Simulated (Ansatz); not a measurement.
Results of PBEsol in Ansatz (plane waves, PAW) for cuprite Ag2O.

Numerical settings: plane-wave cutoff 520 eV, 8×8×8 k mesh, Fermi–Dirac smearing 0.01 eV, no spin polarisation, scalar-relativistic PAW data made under PBE.

Cell (relaxed at this level):

```xyz
6
Lattice="4.7065 0.0000 0.0000 0.0000 4.7065 0.0000 0.0000 0.0000 4.7065" Properties=species:S:1:pos:R:3 pbc="T T T"
Ag     3.5299     1.1766     3.5299
Ag     1.1766     3.5299     3.5299
Ag     3.5299     3.5299     1.1766
Ag     1.1766     1.1766     1.1766
O      0.0000     0.0000     0.0000
O      2.3533     2.3533     2.3533
```

Task: Estimate the bulk modulus B0 and pressure derivative B′ of the bulk modulus that the calculation returns.

Result: 
bulk modulus B0: 87.7 GPa
pressure derivative B′ of the bulk modulus: 5.2

The run finds no gap.

Note: the gap of the solid is closed in this run; this level leaves the solid without a gap, although one is measured.

Computed values are for the static lattice.

Ansatz is a quantum-chemistry and plane-wave program.
